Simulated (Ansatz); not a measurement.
**C2H3ClFN: how energies converge with the basis set**

One table from this session's results is given with a row withheld; the runs are named, their logs left out.

The runs use Ansatz 0.2.0, Gaussian basis; one geometry, several basis sets.

Levels to be run: PBE0-D4/def2-SVP; ωB97M-V/def2-SVP; PBE0-D4/def2-QZVPP; ωB97M-V/def2-QZVPP; the functionals' def2-TZVPP values are taken from earlier runs.

**Structure used throughout**

All runs share one geometry, relaxed beforehand with PBE0-D4 in a triple-zeta def2 set.

SMILES `C/N=C(\F)Cl`, 8 atoms, charge 0, spin multiplicity 1.

Atoms are counted from 1 here; the program's logs count them from 0.

Bond lengths: C1–N2 1.443 Å, C1–H6 1.092 Å, C1–H7 1.093 Å, C1–H8 1.092 Å, N2–C3 1.234 Å, C3–F4 1.335 Å, C3–Cl5 1.711 Å. Angles: N2–C1–H6 108.4°, N2–C1–H7 114.4°, N2–C1–H8 108.4°, H6–C1–H7 109.2°, H6–C1–H8 107.0°, H7–C1–H8 109.2°, C1–N2–C3 121.1°, N2–C3–F4 126.1°, N2–C3–Cl5 123.8°, F4–C3–Cl5 110.2°.

Set-up of the first run:

in.yaml reads:

```yaml
crystal:
  periodic: [false, false, false]
  atoms:
    - {symbol: C, position_ang: [-1.051688, 0.314709, 0.018055]}
    - {symbol: N, position_ang: [0.334903, 0.581390, -0.279020]}
    - {symbol: C, position_ang: [1.206390, -0.268195, -0.073835]}
    - {symbol: F, position_ang: [1.010681, -1.491450, 0.424998]}
    - {symbol: Cl, position_ang: [2.867495, -0.023917, -0.400857]}
    - {symbol: H, position_ang: [-1.403422, 1.068511, 0.725621]}
    - {symbol: H, position_ang: [-1.241333, -0.680223, 0.428265]}
    - {symbol: H, position_ang: [-1.630925, 0.442074, -0.898925]}
basis:
  gaussian: {orbitals: def2-SVP}
hamiltonian: {xc: pbe0, dispersion: d4}
output: {orbitals: {seedname: orbitals}}
```

Run with:

```
ansatz run in.yaml --threads 2 --pin off --events-out ev --progress --plain --max-ram 4352MiB
```

Steps of the session up to this table: PBE0-D4 in def2-SVP; ωB97M-V in def2-SVP; PBE0-D4 in def2-QZVPP; ωB97M-V in def2-QZVPP.

One table of the session follows, with a row left open; its other results are not shown here.

It belongs to the step «Density functionals: the series». 

| functional | basis | HOMO (eV) | LUMO (eV) |
| --- | --- | --- | --- |
| PBE0-D4 | def2-SVP | ? | ? |
| PBE0-D4 | def2-TZVPP | -8.38 | -0.12 |
| PBE0-D4 | def2-QZVPP | -8.42 | -0.20 |
| ωB97M-V | def2-SVP | -10.53 | 2.49 |
| ωB97M-V | def2-TZVPP | -10.68 | 2.18 |
| ωB97M-V | def2-QZVPP | -10.72 | 1.98 |

Q: Estimate the row for PBE0-D4, def2-SVP from the others.

The run gave: HOMO (eV): -8.21; LUMO (eV): 0.13. In the column «HOMO (eV)» it is the highest.
